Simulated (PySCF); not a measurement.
# Static response to an electric field

Compound: C₅H₉Cl.
Geometry (GFN2-xTB, Å), atoms numbered from 1 in this order:
```xyz
15
C5H9Cl angstrom
C     -2.2639    0.0296   -0.0632
C     -0.8308    0.4433    0.2586
C      0.0706   -0.7416    0.3841
C      1.3399   -0.8176    0.0042
C      2.1120    0.2862   -0.6279
Cl     2.6709    1.4531    0.6308
H     -2.6591   -0.6218    0.7132
H     -2.2996   -0.5040   -1.0108
H     -2.9053    0.9046   -0.1364
H     -0.4647    1.1304   -0.5053
H     -0.8183    0.9834    1.2108
H     -0.3805   -1.6060    0.8535
H      1.8984   -1.7231    0.1945
H      3.0122   -0.0783   -1.1187
H      1.5138    0.8699   -1.3264
```

Level: CAM-B3LYP/def2-SVPD (PySCF), static field, nuclei fixed, core orbitals frozen in the response. The polarisability tensor in these axes (au):

```
x   94.39  5.59 -1.54
y    5.59 71.75  2.41
z   -1.54  2.41 63.51
```

Task: Diagonalise the tensor; give its mean and Δα, where Δα² is half the sum of the squared differences of the eigenvalues.

Result: Principal values 62.56, 71.37 and 95.73 au; mean 76.55 au = 11.34 Å³ = 12.62 × 10⁻⁴⁰ C²·m²/J; Δα = 29.76 au (39 % of the mean).

Task: What is the dipole moment, and where does it point?

Result: (-1.31, -1.15, -1.10) D, 2.06 D in size, pointing from the negative to the positive side. Measured along this direction, the outermost atoms are Cl6 at the negative end and H8 at the positive end.

Task: In TDDFT the mean static polarisability is Σ f/ω² over all singlet excitations (ω in hartree). How much of it do the 8 lowest give? Their energies (eV) and oscillator strengths: 6.36, 0.2341; 6.69, 0.0074; 6.88, 0.1262; 7.16, 0.0452; 7.58, 0.0222; 7.87, 0.0114; 7.96, 0.0140; 8.09, 0.0095.

Result: They add up to 7.73 au, 10.1 % of the 76.55 au; the largest single term is 4.29 au, from the state at 6.36 eV. Terms in order: 4.29, 0.12, 1.97, 0.65, 0.29, 0.14, 0.16, 0.11 au. Higher excitations give the rest. The strengths listed sum to 0.470.

Task: Orientational against electronic polarisability at 400 K (dilute gas, rigid molecules)?

Result: In Gaussian units μ²/3kT = 25.59 Å³ against 11.34 Å³, a ratio of 2.26; the Debye molar polarisation (4π/3)N_A(α + μ²/3kT) is 93.2 cm³/mol, leaving out the vibrational part.

Task: Find the Langevin capture rate constant for NO+ (29.998 u) meeting this molecule (104.039 u), k = 2.342 × 10⁻⁹ cm³/s × √(α in Å³ / reduced mass in u).

Result: The reduced mass is 23.28 u, so k = 1.63 × 10⁻⁹ cm³/s. The formula leaves out the permanent dipole, which adds to the capture rate.

Task: Refractivity n − 1 of an ideal gas of it at 298.15 K and 1 atm, from the electronic α?

Result: N = p/kT = 2.4615 × 10¹⁹ cm⁻³, so n − 1 = 2π × N × 11.34 × 10⁻²⁴ cm³ = 1754 × 10⁻⁶ at long wavelengths, for an ideal gas.

Isolated species at its GFN2-xTB geometry (one conformer only).
